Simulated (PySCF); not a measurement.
Problem. Write Cartesian coordinates for `C1CC1` as optimised with PBE0-D3(BJ)/def2-SVP.

Solution. 
```xyz
9
C3H6 angstrom
C     -0.7568   -0.4625    0.0209
C      0.7374   -0.4655    0.1407
C      0.0118    0.8122   -0.1556
H     -1.3489   -0.5874    0.9316
H     -1.2055   -0.9224   -0.8640
H      1.1763   -0.5927    1.1342
H      1.3196   -0.9276   -0.6613
H     -0.0500    1.5667    0.6335
H      0.0934    1.2319   -1.1620
```

Any rigid rotation of these coordinates is as good. Atoms count from 1 in this order. All 3 C–C bonds measure 1.499 Å. All internal angles of the 3-membered ring C1–C2–C3 are 60.0°.

Bonds between heavy atoms (Å): C1–C2 1.499, C2–C3 1.499, C1–C3 1.499.

Computed, not measured: PBE0-D3(BJ)/def2-SVP geometry optimisation, gas phase in PySCF.

Point group: D3h (every atom within 0.08 Å of its image). PBE0-D3(BJ)/def2-SVP frequencies: not computed here.

Hardware: one thread, Arm Neoverse V1 (aarch64), no GPU, shared host with 32 logical CPUs at a one-minute load of 11. Cost: 3.0 s, 0.32 GiB resident at most. This is the geometry optimisation.
